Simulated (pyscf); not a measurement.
## Four-centre exchange: O=AsH (SMILES O=[AsH]) + AsH₃ (SMILES [AsH3]) → O=As–AsH₂ (SMILES O=[As][AsH2]) + H₂ (SMILES [H][H])

Gas phase, singlet surface, charge 0. Bonds broken: As2–H3, As4–H5. Bonds formed: As2–As4, H3–H5. Optimised with ωB97X-D3(BJ)/def2-SVP in PySCF.

Transition state (Å):

```xyz
7

O      1.4420     1.2883    -0.6412
As     1.3791     0.8503     0.9079
H      2.0740    -0.7398     0.9846
As    -0.8009    -0.8634     1.0320
H      1.0434    -1.0107     0.9581
H     -1.2260     0.1909     0.0331
H     -1.1729    -0.0358     2.2472
```

One imaginary mode, 1382i cm⁻¹; descent along it reached the two sides named.

| bond | change | reactant side (Å) | saddle | product side |
|---|---|---|---|---|
| As2–H3 | breaks | 1.565 | 1.737 | 3.1 |
| As4–H5 | breaks | 1.522 | 1.852 | 3.3 |
| As2–As4 | forms | 3.6 | 2.8 | 2.445 |
| H3–H5 | forms | 2.6 | 1.066 | 0.761 |

Electronic energies relative to the separated reactants (eV):

```tsv
level	barrier	reaction energy	reverse barrier
ωB97X-D3(BJ)/def2-TZVP	0.84	-0.52	1.35
PBE/def2-TZVP	0.47	-0.49	0.96
r²SCAN/def2-TZVP	0.54	-0.49	1.03
B3LYP-D3(BJ)/def2-TZVP	0.76	-0.44	1.21
PBE0-D3(BJ)/def2-TZVP	0.59	-0.44	1.03
M06-2X/def2-TZVP	0.83	-0.45	1.27
ωB97M-D3(BJ)/def2-TZVP	0.99	-0.29	1.28
HF/def2-TZVP	1.83	-0.05	1.88
```

With ωB97M-D3(BJ)/def2-TZVP energies and thermal terms (ideal gas, 1 atm, RRHO with modes under 100 cm⁻¹ raised to 100, one conformer, R ln 2 for chiral ones without a mode under 150 cm⁻¹), in eV:

```csv
T (K),ΔH‡,ΔG‡,ΔH,ΔG
298,0.97,1.41,-0.32,-0.26
600,0.99,1.85,-0.26,-0.21
900,1.02,2.28,-0.22,-0.20
1200,1.05,2.70,-0.20,-0.20
```

At the saddle there is also a short As–H contact that neither side keeps. O=AsH lies 0.32 eV over its isomer HO–As: [triplet] (electronic energy, ωB97M-D3(BJ)/def2-TZVP). O=As–AsH₂ lies 0.81 eV over its isomer HO–As=AsH (electronic energy, ωB97M-D3(BJ)/def2-TZVP). One saddle was located; it need not be the lowest between these sides. Elements up to Kr have no core potential and no relativistic terms here.
